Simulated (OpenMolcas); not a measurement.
# CH5B− (SMILES [BH2-]C): levels of theory compared

Aim: a comparison of 6 runs (UHF/STO-3G, USVWN5/STO-3G, UB3LYP/6-31G*, UTPSSh/6-311+G**, UTPSSh/def2-TZVP, ROMP2/def2-SV(P)) of CH5B−. 

Program for the calculation: OpenMolcas 26.06.

6 further runs of the same task are left out: 3 that didn't finish, 3 set aside as unsound or not needed.

### Step 1. The molecule

CH5B− has 7 atoms, charge -1, and is taken as a doublet. SMILES: `[BH2-]C`. Geometry: relaxed at GFN2-xTB.

Bond lengths: B1–C2 1.642 Å, B1–H3 1.245 Å, B1–H4 1.245 Å, C2–H5 1.102 Å, C2–H6 1.114 Å, C2–H7 1.102 Å. Angles: B1–C2–H5 112.7°, B1–C2–H6 114.9°, B1–C2–H7 112.6°, C2–B1–H3 113.3°, C2–B1–H4 113.3°, H5–C2–H6 104.9°, H5–C2–H7 105.8°, H6–C2–H7 104.9°, H3–B1–H4 112.0°.

### Step 2. Energy and forces at UHF/STO-3G (run 1)

struct.xyz

```xyz
7

B     -0.367620    -0.876680     0.296410
C      0.129860     0.657930    -0.010930
H      0.566410    -1.652080     0.572900
H     -1.111250    -1.340120    -0.587590
H      0.713810     1.090030     0.817870
H      0.779370     0.770230    -0.909000
H     -0.710590     1.350700    -0.179660
```

test.inp

```
>>> EXPORT MOLCAS_PRINT=2
&gateway
baslib=$CurrDir
coord=struct.xyz
basis=STO-3G
group=NoSym
&seward
&scf
uhf
charge=-1
spin=2
thresholds=1e-10 1e-07 1e-07 1e-05
prorbitals=1 2
&alaska
```

The basis set STO-3G is read from a file made from the Basis Set Exchange's data (not shown).

Started as:

```
$ export MOLCAS_MEM=1860
$ pymolcas test.inp > test.log
```

What it wrote:

```text
--- Start Module: gateway ---
[...]
--- Stop Module: gateway /rc=_RC_ALL_IS_WELL_ ---
[...]
      Basis functions           15
[...]
--- Start Module: scf ---
[...]
       Convergence after  16 Iterations
[...]
::    Total SCF energy                                -64.4637321800
[...]
      Total spin, S                                     0.5038751506
[...]
      Total electronic charge=   17.000000
      Total            charge=   -1.000000
[...]
      Dipole Moment (debye):
      Origin of the operator (angstrom)=   -0.0802   -0.0548    0.1014
                   X=  6.8517E-01               Y=  3.2114E+00               Z= -1.3103E-01           Total=  3.2863E+00
      Center of Charge (angstrom)
[...]
--- Stop Module: scf /rc=_RC_ALL_IS_WELL_ ---
--- Start Module: alaska ---
[...]
 *              Molecular gradients               *
 **************************************************
  Irreducible representation: a
 ------------------------------------------------------------------------------------------
                              X                       Y                       Z
 ------------------------------------------------------------------------------------------
  B1               -5.90559555349190E-03    3.27074008767503E-02    1.70766821603512E-02
  C2               -5.34164955441196E-03   -2.48276312587370E-03    7.23424319757304E-03
  H3                2.58275369879142E-02   -2.30334848450318E-02    7.88284403496864E-03
  H4               -2.11156096175071E-02   -1.42284958753021E-02   -2.45195701604273E-02
  H5                5.08534893915313E-03    1.88140241228174E-03    6.86783299964056E-03
  H6                8.99894222587028E-03    9.87481453258221E-04   -1.25926627330268E-02
  H7               -7.54897342752492E-03    4.16845910392016E-03   -1.94936949907493E-03
 ------------------------------------------------------------------------------------------
--- Stop Module: alaska /rc=_RC_ALL_IS_WELL_ ---
[...]
```

Run time: 1.3 s. Hardware: 1 thread of Intel Xeon 6975P-C (Granite Rapids), shared host; peak memory 0.37 GiB.

### Step 3. Energy and gradient at USVWN5/STO-3G (run 2)

calc.input

```
* CH5B Kohn-Sham DFT

&GATEWAY
  BasLib = $CurrDir
  BasisSet
  B.STO-3G....
  B1 -0.367620 -0.876680 0.296410 angstrom
  End of Basis
  BasisSet
  C.STO-3G....
  C2 0.129860 0.657930 -0.010930 angstrom
  End of Basis
  BasisSet
  H.STO-3G....
  H3 0.566410 -1.652080 0.572900 angstrom
  H4 -1.111250 -1.340120 -0.587590 angstrom
  H5 0.713810 1.090030 0.817870 angstrom
  H6 0.779370 0.770230 -0.909000 angstrom
  H7 -0.710590 1.350700 -0.179660 angstrom
  End of Basis

&SEWARD
  GridInput
  Grid=UltraFine
  End of Grid

&SCF
  UHF
  Charge = -1
  Spin = 2
  KSDFT = SVWN5
  Thresholds = 1e-10 1e-07 1e-07 1e-05
  PrOrbitals = 1

&ALASKA
```

The basis set STO-3G is read from a file made from the Basis Set Exchange's data (not shown).

Started as:

```
$ export MOLCAS_MEM=1860
$ pymolcas calc.input > calc.log
```

What it wrote:

```text
--- Start Module: gateway ---
[...]
--- Stop Module: gateway /rc=_RC_ALL_IS_WELL_ ---
[...]
      Basis functions           15
[...]
--- Start Module: scf ---
[...]
       Convergence after  15 Iterations
[...]
::    Total KS-DFT energy                             -64.2518165458
[...]
      Total spin, S                                     0.5011189621
[...]
      Total electronic charge=   17.000000
      Total            charge=   -1.000000
[...]
      Dipole Moment (debye):
      Origin of the operator (angstrom)=   -0.0802   -0.0548    0.1014
                   X=  8.0724E-01               Y=  3.2338E+00               Z= -3.0182E-01           Total=  3.3466E+00
      Center of Charge (angstrom)
[...]
--- Stop Module: scf /rc=_RC_ALL_IS_WELL_ ---
[...]
--- Start Module: alaska ---
[...]
 *              Molecular gradients               *
 **************************************************
  Irreducible representation: a
 ------------------------------------------------------------------------------------------
                              X                       Y                       Z
 ------------------------------------------------------------------------------------------
  B1               -1.08243456700499E-02    1.62524928788348E-02    1.98186640134499E-02
  C2                5.45326859407291E-03    1.96574237240770E-02   -2.39810010116076E-03
  H3                2.01997849440065E-02   -1.70491697092592E-02    3.52615077259355E-03
  H4               -1.38570183651150E-02   -1.06462405341894E-02   -1.99677386639106E-02
  H5               -2.53715577229152E-03   -2.84251656208712E-03   -2.53318499596800E-03
  H6               -7.75684109329378E-04   -1.65449139318941E-03    6.57368919216417E-04
  H7                2.34115037869698E-03   -3.71749840419033E-03    8.96840055782722E-04
 ------------------------------------------------------------------------------------------
--- Stop Module: alaska /rc=_RC_ALL_IS_WELL_ ---
[...]
```

Run time: 5.7 s. Hardware: 1 thread of Intel Xeon 6975P-C (Granite Rapids), shared host; peak memory 0.37 GiB.

Runs 3 to 4 aren't shown in full; the table further down has their settings and results.

### Step 4. Energy and forces at UTPSSh/def2-TZVP (run 5)

job.input

```
* CH5B Kohn-Sham DFT

&GATEWAY
  BasLib=$CurrDir
  BasisSet
  B.def2-TZVP....
  B1 -0.367620 -0.876680 0.296410 angstrom
  End of Basis
  BasisSet
  C.def2-TZVP....
  C2 0.129860 0.657930 -0.010930 angstrom
  End of Basis
  BasisSet
  H.def2-TZVP....
  H3 0.566410 -1.652080 0.572900 angstrom
  H4 -1.111250 -1.340120 -0.587590 angstrom
  H5 0.713810 1.090030 0.817870 angstrom
  H6 0.779370 0.770230 -0.909000 angstrom
  H7 -0.710590 1.350700 -0.179660 angstrom
  End of Basis

&SEWARD
  GridInput
  Grid=UltraFine
  End of Grid

&SCF
  UHF
  Charge=-1
  Spin=2
  KSDFT=HYB_MGGA_XC_TPSSH
  Thresholds=1e-10 1e-07 1e-07 1e-05
  PrOrbitals=1

&ALASKA
```

The basis set def2-TZVP is read from a file made from the Basis Set Exchange's data (not shown).

Started as:

```
$ export MOLCAS_MEM=1860
$ pymolcas job.input > job.log
```

What it wrote:

```text
--- Start Module: gateway ---
[...]
--- Stop Module: gateway /rc=_RC_ALL_IS_WELL_ ---
[...]
      Basis functions           92
[...]
--- Start Module: scf ---
[...]
       Convergence after  17 Iterations
[...]
::    Total KS-DFT energy                             -65.9514704562
[...]
      Total spin, S                                     0.5014850556
[...]
      Total electronic charge=   17.000000
      Total            charge=   -1.000000
[...]
      Dipole Moment (debye):
      Origin of the operator (angstrom)=   -0.0802   -0.0548    0.1014
                   X=  1.4737E+00               Y=  3.4819E+00               Z= -1.1965E+00           Total=  3.9657E+00
      Center of Charge (angstrom)
[...]
--- Stop Module: scf /rc=_RC_ALL_IS_WELL_ ---
[...]
--- Start Module: alaska ---
[...]
 *              Molecular gradients               *
 **************************************************
  Irreducible representation: a
 ------------------------------------------------------------------------------------------
                              X                       Y                       Z
 ------------------------------------------------------------------------------------------
  B1               -3.16880086088522E-03    4.77263105391090E-04    4.50564002621134E-03
  C2                6.12475563151993E-03    1.30836073734446E-02   -5.24476744576841E-03
  H3               -7.37336825029966E-03    8.74194363187142E-03   -7.58024067976315E-03
  H4                1.14971344575898E-02    5.30459787303161E-03    5.53997968584574E-03
  H5               -1.53100378382027E-02   -1.08294057525608E-02   -2.26278977903587E-02
  H6               -1.46966860918052E-02    1.06456315241493E-03    2.12611492453540E-02
  H7                2.29270029520934E-02   -1.78425693835820E-02    4.14613695847843E-03
 ------------------------------------------------------------------------------------------
--- Stop Module: alaska /rc=_RC_ALL_IS_WELL_ ---
[...]
```

Wall time 59 s (1 thread of Intel Xeon 6975P-C (Granite Rapids), shared host); peak memory 0.51 GiB.

### Step 5. The energy at ROMP2/def2-SV(P) (Cholesky decomposition) (run 6)

calc.inp

```
>>> EXPORT MOLCAS_PRINT=2

&gateway
  baslib=$CurrDir
  coord
  7
  angstrom
  B       -0.367620      -0.876680       0.296410
  C        0.129860       0.657930      -0.010930
  H        0.566410      -1.652080       0.572900
  H       -1.111250      -1.340120      -0.587590
  H        0.713810       1.090030       0.817870
  H        0.779370       0.770230      -0.909000
  H       -0.710590       1.350700      -0.179660
  basis=def2-SVP
  group=NoSym

&seward
  medium

&scf
  uhf
  charge=-1
  spin=2
  prorbitals=1 2

&rasscf
  fileorb=$Project.UnaOrb
  spin=2
  nactel=1 0 0
  inactive=8
  ras2=1
  outorbitals=Canonical
  orblisting=Few

&caspt2
  ipea=0.0
  frozen=2
```

The basis set def2-SV(P) is read from a file made from the Basis Set Exchange's data (not shown).

Started as:

```
$ export MOLCAS_MEM=1860
$ pymolcas calc.inp > calc.log
```

What it wrote:

```text
--- Start Module: gateway ---
[...]
--- Stop Module: gateway /rc=_RC_ALL_IS_WELL_ ---
[...]
      Basis functions           38
[...]
       Convergence after  15 Iterations
[...]
::    Total SCF energy                                -65.3282435949
[...]
      Total spin, S                                     0.5031797210
[...]
--- Start Module: rasscf ---
[...]
      Number of active orbitals                  1
[...]
      Spin quantum number                      0.5
[...]
      Active orbitals                            1
[...]
      Number of CSFs                             1
[...]
      Number of root(s) required                 1
[...]
      Convergence after  7 iterations
[...]
      printout of CI-coefficients larger than  0.05 for root  1
      energy=     -65.326534
      conf/sym  1     Coeff  Weight
             1  u   1.00000 1.00000
      Natural orbitals and occupation numbers for root  1
      sym 1:   1.000000
      ************************************************************************************************************************
      *                                                    Final results                                                     *
[...]
::    RASSCF root number  1 Total energy:    -65.32653364
[...]
      Total electronic charge=   17.000000
      Total            charge=   -1.000000
[...]
      Dipole Moment (debye):
      Origin of the operator (angstrom)=   -0.0802   -0.0548    0.1014
                   X=  1.3319E+00               Y=  3.5909E+00               Z= -9.6306E-01           Total=  3.9492E+00
      Center of Charge (angstrom)
[...]
--- Stop Module: rasscf /rc=_RC_ALL_IS_WELL_ ---
--- Start Module: caspt2 ---
[...]
 ###    WARNING: User changed nr of frozen orbitals.                         ###
 ###############################################################################
[...]
      E2 (Variational):          -0.2141226115
      Total energy:             -65.5406562494
[...]
      Reference weight:           0.92061
[...]
::    CASPT2 Root  1     Total energy:    -65.54065625
[...]
--- Stop Module: caspt2 /rc=_RC_ALL_IS_WELL_ ---
[...]
```

Run time: 2.3 s. Hardware: 1 thread of Intel Xeon 6975P-C (Granite Rapids), shared host.

### Step 6. The series

| run | level | integration grid | Cartesian functions | energy (Eh) | HOMO energy (eV) | LUMO energy (eV) | ⟨S²⟩ | wall time |
| --- | --- | --- | --- | --- | --- | --- | --- | --- |
| 1 | UHF/STO-3G | – | no | -64.463732 | 3.10 | 19.25 | 0.758 | 1.3 s |
| 2 | USVWN5/STO-3G | UltraFine | no | -64.251817 | 9.25 | 11.79 | 0.752 | 5.7 s |
| 3 | UB3LYP/6-31G* (Cartesian functions) | UltraFine | yes | -65.896650 | 3.33 | 7.04 | 0.752 | 14 s |
| 4 | UTPSSh/6-311+G** | UltraFine | no | -65.949456 | 2.09 | 3.63 | 0.753 | 44 s |
| 5 | UTPSSh/def2-TZVP | UltraFine | no | -65.951470 | 2.42 | 4.81 | 0.753 | 59 s |
| 6 | ROMP2/def2-SV(P) (Cholesky decomposition) | – | no | -65.540656 | – | – | – | 2.3 s |

### Step 7. Outcome

```
           quantity         value
run 6: total energy  -65.54066 Eh
```

**Reading.** Totals of different functionals can't be ranked against each other. In runs 1, 2, 3, 4, 5 the HOMO lies above zero, so the outermost electron may be held by the basis alone. In runs 1, 2 the basis is minimal, so the values are rough. All runs together took 2.1 min, the longest 59 s.
